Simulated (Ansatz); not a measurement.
The input, for Ansatz 0.2.0:

```yaml
crystal:
  periodic: [false, false, false]
  atoms:
    - {symbol: Al, position_ang: [0.000000, 0.000000, 0.000000]}
    - {symbol: Al, position_ang: [0.000000, 0.000000, 2.508600]}
basis:
  gaussian: {orbitals: STO-3G}
total_charge: 1
magnetization: {spin_polarized: false, initial_magnetization: 3}
correlation: {method: fic_nevpt4_sd, electrons: valence, active_space: {window: {electrons: 5, orbitals: 6}, states: [{multiplicity: 4, weights: [0.5, 0.5, 1]}, {multiplicity: 6, weights: [1]}], root: 0}}
```

```sh
$ ansatz run in.yaml --threads 1 --pin off --events-out ev --progress --plain --max-ram 2393MiB
```

The program prints:

```
285 factors; integrals over basis functions are off by at most 2.7e-8 eV
mean field evaluation 1: about -12998.2850 eV, gradient 4.8e0 eV
mean field evaluation 2: about -12998.2864 eV, gradient 4.8e0 eV
mean field evaluation 4: about -12998.8297 eV, gradient 1.4e-1 eV
mean field evaluation 8: about -12998.8298 eV, gradient 1.4e-6 eV
mean field evaluation 16: about -12998.9849 eV, gradient 4.7e-3 eV
mean field evaluation 32: about -12998.8098 eV, gradient 1.7e0 eV
mean field -12998.98455153 eV, -477.7038712406 hartree, gradient 4.4e-6 eV, S^2 3.750000; 8 other end points of the search recorded, 0 dependent functions left out
mean field evaluation 64: about -12998.8311 eV, gradient 1.5e-2 eV
reference -12998.82976367 eV, -477.6981828916 hartree; 14, 11 occupied and 4, 7 virtual orbitals, 285 factors
state -12999.79124146 eV, -477.7335165485 hartree
state -12999.18876812 eV, -477.7113760617 hartree
state -12998.16563782 eV, -477.6737767168 hartree
state -12999.79124146 eV, -477.7335165485 hartree; corrected -13000.45079619 eV, -477.7577547381 hartree
state -12999.18876812 eV, -477.7113760617 hartree; corrected -13000.09439877 eV, -477.7446573744 hartree
state -12998.16563782 eV, -477.6737767168 hartree; corrected -12998.80911851 eV, -477.6974241958 hartree
state -12993.35757612 eV, -477.4970837082 hartree
state -12993.35757612 eV, -477.4970837082 hartree; corrected -12993.68361660 eV, -477.5090654751 hartree
Total energy: -13000.45079619 eV, -477.7577547381 hartree
```

Ran on 1 thread of Arm Neoverse N1, shared host: 1.9 s wall, 0.17 GiB peak host memory.
